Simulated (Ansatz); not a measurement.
# CH4FSi: the cost of one run

All numbers below are computed with Ansatz 0.2.0 (UKS r2SCAN-D4/def2-SVP).

### 1 The starting structure

Bond lengths: C1–Si2 1.744 Å, Si2–F3 1.596 Å, C1–H4 1.030 Å, C1–H5 1.132 Å, Si2–H6 1.489 Å, Si2–H7 1.507 Å. Angles: C1–Si2–F3 105.6°, C1–Si2–H6 111.2°, C1–Si2–H7 110.9°, F3–Si2–H6 110.4°, F3–Si2–H7 109.9°, H6–Si2–H7 108.8°, Si2–C1–H4 121.5°, Si2–C1–H5 121.0°, H4–C1–H5 117.5°.

Structure file:

```xyz
7

C    -0.8337    0.2401   -0.5844
Si    0.5628   -0.1570    0.3821
F     0.5707   -1.7494    0.4931
H    -1.4469   -0.4926   -0.9702
H    -1.0930    1.3164   -0.8186
H     0.4722    0.4572    1.7356
H     1.8291    0.3173   -0.2833
```

### 2 End point A

Input file input.yaml:

```yaml
crystal:
  periodic: [false, false, false]
  atoms:
    - { symbol: C, position_ang: [-0.8337, 0.2401, -0.5844] }
    - { symbol: Si, position_ang: [0.5628, -0.157, 0.3821] }
    - { symbol: F, position_ang: [0.5707, -1.7494, 0.4931] }
    - { symbol: H, position_ang: [-1.4469, -0.4926, -0.9702] }
    - { symbol: H, position_ang: [-1.093, 1.3164, -0.8186] }
    - { symbol: H, position_ang: [0.4722, 0.4572, 1.7356] }
    - { symbol: H, position_ang: [1.8291, 0.3173, -0.2833] }
magnetization:
  spin_polarized: true
  initial_magnetization: 1
basis:
  gaussian: { orbitals: def2-SVP }
hamiltonian:
  xc: r2scan
  dispersion: d4
relax:
  f_tol: 0.015
  max_steps: 40
output:
  orbitals: {}
```

Command:

```bash
$ ansatz run input.yaml --threads 2 --pin off --max-ram 3072MiB --backend cpu --events-out ev --progress --plain --runs-dir out
```

**Question.** How long does this run take on 2 threads of Arm Neoverse V2, shared host, and how much memory does it need?

About 15 s, with a peak of 0.17 GiB.
